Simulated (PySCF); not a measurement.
PySCF input (CCSD(T)/cc-pVDZ):

```python
from pyscf import gto, scf, mp, cc as ccmod

mol = gto.M(
    atom='''
    P     0.00516854   -0.00153424    0.11648047
    H    -0.05009241    1.03292111   -0.85964720
    H    -0.02743573   -1.00990756   -0.88755990
    ''',
    basis='cc-pvdz',
    charge=0,
    spin=1,
    verbose=4,
)

mf = scf.UHF(mol)
mf.conv_tol = 1e-10
mf.max_cycle = 100
mf.kernel()
mo, _, stable, _ = mf.stability(return_status=True)
if not stable:
    mf.kernel(mf.make_rdm1(mo, mf.mo_occ))
mp2 = mp.MP2(mf, frozen=5).run()
cc = ccmod.CCSD(mf, frozen=5)
cc.max_cycle = 100
cc.kernel()
et = cc.ccsd_t()
print(f'E(CCSD(T)) = {cc.e_tot + et:.9f}')
```

End of the output:

```
Extra cycle  E= -341.872061543043  delta_E= -1.48e-12  |g|= 3.52e-07  |ddm|= 1.49e-06
converged SCF energy = -341.872061543043  <S^2> = 0.76399136  2S+1 = 2.0139428
uhf_internal: lowest eigs of H = [0.20518474 0.29651162 0.42034925]
<class 'pyscf.scf.uhf.UHF'> wavefunction is stable in the internal stability analysis

******** <class 'pyscf.mp.ump2.UMP2'> ********
nocc = (np.int64(4), np.int64(3)), nmo = (23, 23)
frozen orbitals 5
E(UMP2) = -341.979577569251  E_corr = -0.107516026207857
E(SCS-UMP2) = -341.984539462448  E_corr = -0.112477919405735
E_corr(same-spin) = -0.0190861292811846
E_corr(oppo-spin) = -0.0884298969266727

******** <class 'pyscf.cc.uccsd.UCCSD'> ********
CC2 = 0
CCSD nocc = (np.int64(4), np.int64(3)), nmo = (23, 23)
frozen orbitals 5
max_cycle = 100
direct = 0
conv_tol = 1e-07
conv_tol_normt = 1e-06
diis_space = 6
diis_start_cycle = 0
diis_start_energy_diff = 1e+09
Init t2, MP2 energy = -0.107516026454572
Init E_corr(UCCSD) = -0.1075160264547
cycle = 1  E_corr(UCCSD) = -0.126514243728819  dE = -0.0189982173  norm(t1,t2) = 0.052474
cycle = 2  E_corr(UCCSD) = -0.131192991399297  dE = -0.00467874767  norm(t1,t2) = 0.0195616
cycle = 3  E_corr(UCCSD) = -0.133732206223508  dE = -0.00253921482  norm(t1,t2) = 0.00903464
cycle = 4  E_corr(UCCSD) = -0.133644144084473  dE = 8.8062139e-05  norm(t1,t2) = 0.00183606
cycle = 5  E_corr(UCCSD) = -0.13365037238773  dE = -6.22830326e-06  norm(t1,t2) = 0.000494515
cycle = 6  E_corr(UCCSD) = -0.133653231022454  dE = -2.85863472e-06  norm(t1,t2) = 0.000129726
cycle = 7  E_corr(UCCSD) = -0.133652620896826  dE = 6.10125628e-07  norm(t1,t2) = 4.63412e-05
cycle = 8  E_corr(UCCSD) = -0.133652902415805  dE = -2.81518979e-07  norm(t1,t2) = 1.42259e-05
cycle = 9  E_corr(UCCSD) = -0.13365301955626  dE = -1.17140455e-07  norm(t1,t2) = 6.24981e-06
cycle = 10  E_corr(UCCSD) = -0.133652986723512  dE = 3.28327476e-08  norm(t1,t2) = 1.77853e-06
cycle = 11  E_corr(UCCSD) = -0.1336530017715  dE = -1.50479871e-08  norm(t1,t2) = 6.26853e-07
UCCSD converged
E(UCCSD) = -342.0057145448142  E_corr = -0.1336530017714995
UCCSD(T) correction = -0.0028023867268528
E(CCSD(T)) = -342.008516932
```
